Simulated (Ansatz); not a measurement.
SiH$_{3}$ClO, closed shell: a nudged elastic band.

in.yaml

```yaml
crystal:
  periodic: [false, false, false]
  atoms:
    - {symbol: Si, position_ang: [-0.695792, 0.769798, 0.713718]}
    - {symbol: Cl, position_ang: [0.606374, 1.820540, -0.640463]}
    - {symbol: H, position_ang: [1.017367, -1.108148, 0.767031]}
    - {symbol: O, position_ang: [0.233392, -0.995848, 0.216227]}
    - {symbol: H, position_ang: [-1.706810, 0.401217, -0.362227]}
    - {symbol: H, position_ang: [0.545469, -0.887560, -0.694187]}
basis:
  gaussian: {orbitals: def2-SVP}
hamiltonian: {xc: pbe0, dispersion: d4}
neb:
  images: 5
  climbing: true
  max_iterations: 40
  initial_path: idpp
  final_atoms:
    - {symbol: Si, position_ang: [-0.258886, 0.170953, 0.239063]}
    - {symbol: Cl, position_ang: [0.557048, 1.935763, -0.426849]}
    - {symbol: H, position_ang: [0.270716, -0.030927, 1.607152]}
    - {symbol: O, position_ang: [0.117774, -1.069412, -0.753543]}
    - {symbol: H, position_ang: [-1.727882, 0.289701, 0.208781]}
    - {symbol: H, position_ang: [1.041229, -1.296078, -0.874504]}
```

Command:

```bash
ansatz run in.yaml --threads 2 --pin off --events-out ev --progress --plain --max-ram 4352MiB
```

The run's output (Ansatz 0.2.0):

```
Functional definition: PBE0
  name "PBE0"
  cite "Adamo & Barone, J. Chem. Phys. 110, 6158 (1999) doi:10.1063/1.478522"
  cite "Perdew, Burke & Ernzerhof, Phys. Rev. Lett. 77, 3865 (1996) doi:10.1103/PhysRevLett.77.3865"
  parent pbe
  parameter a = 0.25
  parameter kappa = 0.804
  parameter beta = 0.06672455060314922
  exchange = (1 - a)*pbe_x(kappa = kappa, mu = beta*pi^2/3) + a*exact_x
  correlation = pbe_c(beta = beta)
653 factors; integrals over basis functions are off by at most 3.4e-4 eV
mean field evaluation 1: about -22476.3544 eV, gradient 3.6e1 eV
mean field evaluation 2: about -22474.4864 eV, gradient 4.9e1 eV
mean field evaluation 4: about -22478.6785 eV, gradient 1.0e0 eV
mean field evaluation 8: about -22478.6826 eV, gradient 1.1e-2 eV
mean field -22478.68264250 eV, -826.0763505135 hartree, gradient 1.2e-5 eV, S^2 0.000000; 0 other end points of the search recorded, 0 dependent functions left out
the calculation of the forces begins
reference -22478.68266344 eV, -826.0763512832 hartree; 21, 21 occupied and 44, 44 virtual orbitals, 653 factors
653 factors; integrals over basis functions are off by at most 9.1e-4 eV
mean field evaluation 16: about -22471.6064 eV, gradient 7.1e1 eV
mean field -22480.77528633 eV, -826.1532537557 hartree, gradient 1.1e-5 eV, S^2 0.000000; 0 other end points of the search recorded, 0 dependent functions left out
the calculation of the forces begins
reference -22480.77530692 eV, -826.1532545123 hartree; 21, 21 occupied and 44, 44 virtual orbitals, 653 factors
WARN: NEB end point (image 0): max|allowed force component| = 2.008e-1 eV/Å (the criterion of neb.relax_end_points is 1.000e-2). That is over neb.f_tol: it is no minimum, so the barrier can be far off. Relax it first
WARN: NEB end point (image 6): max|allowed force component| = 4.860e-1 eV/Å (the criterion of neb.relax_end_points is 1.000e-2). That is over neb.f_tol: it is no minimum, so the barrier can be far off. Relax it first
653 factors; integrals over basis functions are off by at most 4.3e-4 eV
mean field evaluation 32: about -22477.4868 eV, gradient 1.2e0 eV
mean field -22477.49160138 eV, -826.0325805597 hartree, gradient 6.5e-5 eV, S^2 0.000000; 0 other end points of the search recorded, 0 dependent functions left out
the calculation of the forces begins
reference -22477.49162283 eV, -826.0325813481 hartree; 21, 21 occupied and 44, 44 virtual orbitals, 653 factors
653 factors; integrals over basis functions are off by at most 7.0e-4 eV
mean field -22476.33779372 eV, -825.9901789104 hartree, gradient 1.0e-5 eV, S^2 0.000000; 0 other end points of the search recorded, 0 dependent functions left out
the calculation of the forces begins
reference -22476.33781434 eV, -825.9901796680 hartree; 21, 21 occupied and 44, 44 virtual orbitals, 653 factors
653 factors; integrals over basis functions are off by at most 8.3e-4 eV
mean field evaluation 64: about -22476.8845 eV, gradient 3.4e-1 eV
mean field -22476.88464750 eV, -826.0102754161 hartree, gradient 1.1e-5 eV, S^2 0.000000; 0 other end points of the search recorded, 0 dependent functions left out
the calculation of the forces begins
reference -22476.88466804 eV, -826.0102761708 hartree; 21, 21 occupied and 44, 44 virtual orbitals, 653 factors
653 factors; integrals over basis functions are off by at most 1.1e-3 eV
mean field -22478.54991612 eV, -826.0714729090 hartree, gradient 3.0e-5 eV, S^2 0.000000; 0 other end points of the search recorded, 0 dependent functions left out
the calculation of the forces begins
reference -22478.54993666 eV, -826.0714736639 hartree; 21, 21 occupied and 44, 44 virtual orbitals, 653 factors
653 factors; integrals over basis functions are off by at most 1.1e-3 eV
mean field evaluation 96: about -22480.1335 eV, gradient 8.2e-2 eV
mean field -22480.13355875 eV, -826.1296707023 hartree, gradient 6.6e-5 eV, S^2 0.000000; 0 other end points of the search recorded, 0 dependent functions left out
the calculation of the forces begins
reference -22480.13357931 eV, -826.1296714578 hartree; 21, 21 occupied and 44, 44 virtual orbitals, 653 factors
NEB iter   1: max|band force component| = 4.836e0 eV/Å  barrier→ = 2.3365 eV  barrier← = 4.4220 eV  Δτ_max = 0.2000 Å  (165 SCF iters)
NEB iter   2: max|band force component| = 2.655e0 eV/Å  barrier→ = 1.1439 eV  barrier← = 3.2293 eV  Δτ_max = 0.2000 Å  (135 SCF iters)
NEB iter   3: max|band force component| = 1.034e1 eV/Å  barrier→ = 1.1181 eV  barrier← = 3.2035 eV  Δτ_max = 0.0991 Å  (135 SCF iters)
NEB iter   4: max|band force component| = 1.553e0 eV/Å  barrier→ = 1.0175 eV  barrier← = 3.1029 eV  Δτ_max = 0.0780 Å  (128 SCF iters)
NEB iter   5: max|band force component| = 5.662e-1 eV/Å  barrier→ = 1.0775 eV  barrier← = 3.1630 eV  Δτ_max = 0.1379 Å  (113 SCF iters)
NEB iter   6: max|band force component| = 1.051e0 eV/Å  barrier→ = 1.1779 eV  barrier← = 3.2633 eV  Δτ_max = 0.0703 Å  (132 SCF iters)
NEB iter   7: max|band force component| = 3.919e-1 eV/Å  barrier→ = 1.1749 eV  barrier← = 3.2603 eV  CI = image 3  Δτ_max = 0.0585 Å  (121 SCF iters)
NEB iter   8: max|band force component| = 1.096e-1 eV/Å  barrier→ = 1.1716 eV  barrier← = 3.2570 eV  CI = image 3  Δτ_max = 0.0110 Å  (116 SCF iters)
NEB iter   9: max|band force component| = 5.107e-2 eV/Å  barrier→ = 1.1704 eV  barrier← = 3.2559 eV  CI = image 3  Δτ_max = 0.0131 Å  (115 SCF iters)
NEB iter  10: max|band force component| = 3.425e-2 eV/Å  barrier→ = 1.1702 eV  barrier← = 3.2556 eV  CI = image 3  Δτ_max = 0.0000 Å  (842 SCF iters)
Total energy: -22477.60924050 eV, -826.0369037176 hartree
Atom 0 at    -0.391467     0.439178     0.570893 Å, force     0.010292     0.004678     0.007605 eV/Å
Atom 1 at     0.484767     1.962948    -0.561959 Å, force    -0.008392     0.000585    -0.001333 eV/Å
Atom 2 at     0.525265    -0.841528     0.934783 Å, force     0.008707    -0.005963     0.013138 eV/Å
Atom 3 at     0.220340    -1.123163    -0.295651 Å, force    -0.010800     0.002574    -0.016092 eV/Å
Atom 4 at    -1.842780     0.498852     0.191120 Å, force    -0.000928     0.000938    -0.008573 eV/Å
Atom 5 at     1.003874    -0.936287    -0.839088 Å, force     0.001121    -0.002812     0.005254 eV/Å
Dipole moment:     0.152000    -0.211683    -0.034519 e Å

[the SCF lines of later steps are left out]
```

The lines “mean field evaluation” count trial sets of orbitals through the whole run, from several starts and some on an approximate energy, so they need not fall steadily or lie above the final value.

The run took about 54 s on 2 CPU threads of an Arm Neoverse V2 (shared host).
